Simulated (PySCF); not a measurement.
Compound: C₂H₇N.
Numbering: `[CH3:1][NH:2][CH3:3]` (hydrogens: H4, H5, H6 on C1; H7 on N2; H8, H9, H10 on C3)

The calculation used EOM-IP-CCSD/aug-cc-pVDZ in PySCF, restricted Hartree–Fock reference, frozen core, non-relativistic, gas phase, PBE0-D3(BJ)/def2-SVP geometry.

Hartree–Fock orbital energies give these Koopmans values (eV): HOMO 9.91, HOMO-1 13.75, HOMO-2 13.80, HOMO-3 14.48, HOMO-4 16.19, HOMO-5 16.60, HOMO-6 18.02.

Q: What vertical ionisation energies does EOM-IP-CCSD give?

A: 
| leading hole (HF orbital) | Koopmans (eV) | EOM-IP-CCSD (eV) | change (eV) | one-hole share |
| --- | --- | --- | --- | --- |
| HOMO | 9.91 | 8.69 | -1.22 | 0.95 |
| HOMO-1 | 13.75 | 12.93 | -0.82 | 0.96 |
| HOMO-2 | 13.80 | 13.02 | -0.78 | 0.96 |
| HOMO-3 | 14.48 | 13.70 | -0.78 | 0.96 |
| HOMO-4 | 16.19 | 15.05 | -1.14 | 0.95 |
| HOMO-5 | 16.60 | 15.35 | -1.25 | 0.95 |
| HOMO-6 | 18.02 | 16.71 | -1.31 | 0.95 |

Q: Does the order of the lines follow the orbital energies?

A: Yes, no two lines change places. The corrections run from -1.31 to -0.78 eV, with a mean of -1.04 eV over the 7 lines; no line lies above its Koopmans value.

Q: At what kinetic energies would He I light (21.22 eV) eject these electrons?

A: 12.53 eV (HOMO), 8.29 eV (HOMO-1), 8.20 eV (HOMO-2), 7.52 eV (HOMO-3), 6.17 eV (HOMO-4), 5.87 eV (HOMO-5), 4.51 eV (HOMO-6).

Q: What total energy has the lowest final state, and which wavelength reaches it?

A: E(CCSD) + ionisation energy = -134.79151 + 0.31920 = -134.47231 Eh, at the geometry of the initial state. The threshold wavelength is 1239.84 eV nm/8.69 eV = 142.7 nm.

Lines less than 0.15 eV apart could change places at a higher level. One root was sought for each valence orbital with −ε under 21 eV, eight at most, so deeper holes and satellites are missing; no vibrational structure.
